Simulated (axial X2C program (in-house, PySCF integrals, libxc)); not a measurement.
## AlO⁺: nuclear properties from DFT to coupled cluster

Computed with an in-house all-electron X2C program for linear molecules (integrals from PySCF): two-component X2C with atomic mean-field Coulomb and Gaunt terms, Gaussian nuclei, basis Al dyall-av3z, O dyall-av3z with contracted cores.

R = 1.745 Å (near the PBE0 minimum at charge 1 of the determinant lowest at the starting distance; the state shown can have its own minimum elsewhere); state Ω = 2 (⟨Sz⟩ = 1.00, ⟨Lz⟩ = 1.00 at PBE0).

```json
{"level": "PBE0", "Eeff magnitude (GV/cm)": "0.211", "Ws magnitude Al (kHz)": "0.0382", "A∥/gI Al (MHz)": "356", "qzz Al (a.u.)": "-0.99", "A∥/gI O (MHz)": "176"}
{"level": "HF", "Eeff magnitude (GV/cm)": "0.243", "Ws magnitude Al (kHz)": "0.0433", "A∥/gI Al (MHz)": "384", "qzz Al (a.u.)": "-1.23", "A∥/gI O (MHz)": "188"}
{"level": "B3LYP", "Eeff magnitude (GV/cm)": "0.212", "Ws magnitude Al (kHz)": "0.0387", "A∥/gI Al (MHz)": "366", "qzz Al (a.u.)": "-0.96", "A∥/gI O (MHz)": "182"}
```

Eeff is the effective electric field on the electron electric dipole moment in this Ω state and Ws the scalar–pseudoscalar constant of the nucleus named (defined with the proton number Z and per Ω); A∥ (defined per Ω) follows by multiplying with gI = μI/(I μN); qzz is the electric field gradient, eQq0 = 234.96 MHz × Q/barn × qzz. The operators were transformed with the bare-nucleus X2C matrices; with these basis sets, hyperfine constants and field gradients can be off by tens of per cent, and where levels differ in sign neither size nor sign is settled.

Finite-field MP2, CCSD and CCSD(T), with 16 electrons correlated in 109 natural virtual spinors (MP2 remainder added):

```tsv
level	Eeff magnitude (GV/cm)	Ws magnitude Al (kHz)	A∥/gI Al (MHz)	qzz Al (a.u.)	A∥/gI O (MHz)
MP2	0.211	0.0389	400	-1.10	172
CCSD	0.222	0.0397	374	-1.07	176
CCSD(T)	0.216	0.0387	373	-1.03	176
```

T1 = 0.016 (Lee–Taylor). One unrestricted determinant, the lowest of a limited PBE0 search, is the reference; the functionals treat spin collinearly. With several open shells it need not be a pure state. Correlation of the inner shells is missing, which matters for properties at the nucleus. Number of frozen shells: Al 1 s; O 1 s.

Problem. By how much does correlation change each value, CCSD(T) against HF?

Solution. Eeff magnitude -11 %; Ws magnitude Al -11 %; A∥/gI Al -3 %; qzz Al -16 %; A∥/gI O -6 %.
